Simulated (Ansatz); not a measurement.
**SiH4S (Si(SH)H3): the energy, rung by rung**

SiH4S: 6 atoms, total charge 0, spin state singlet. As SMILES, `[H][Si]([H])([H])S`. The coordinates come from a GFN2-xTB relaxation.

```xyz
6

Si    0.2012   -0.0145   -0.5446
S     0.2537    0.0198    1.6015
H    -1.0568    0.0599    1.7952
H     1.6060   -0.0207   -0.9100
H    -0.5032    1.1806   -0.9902
H    -0.5009   -1.2251   -0.9520
```

Each level gives the energy change with the Si1–H6 bond stretched from 1.458 to 2.186 Å (eV). The values are calculated.

```csv
level,kind,program,value (eV),CPU time (all runs)
r2SCAN/STO-3G (restricted),meta-GGA,Ansatz,2.85,5.8 s
PBE0/STO-3G (restricted),global hybrid,Ansatz,3.02,2.6 s
HSE06/STO-3G (restricted),range-separated hybrid,Ansatz,3.01,3.2 s
MP2/STO-3G (restricted),perturbation theory,Ansatz,3.24,0.28 s
BCCD(T)/STO-3G (restricted),coupled cluster or CI,Ansatz,2.75,0.42 s
CCSD(T)/STO-3G (restricted),coupled cluster or CI,Ansatz,2.75,0.35 s
CCSD/STO-3G (restricted),coupled cluster or CI,Ansatz,?,0.34 s
FCI/STO-3G,exact in the basis,Ansatz,2.73,5.3 s
```

Question: Estimate what the levels marked ? give.

Answer: As computed at these levels: CCSD/STO-3G (restricted): 2.78 eV. The first shape isn't each level's own minimum. The values span 2.73 to 3.24 eV. All rows use very small basis sets, so even the best lies far from the true value. CPU times are rough (shared hosts, several kinds of processor): they show what a rung costs within a factor of a few.
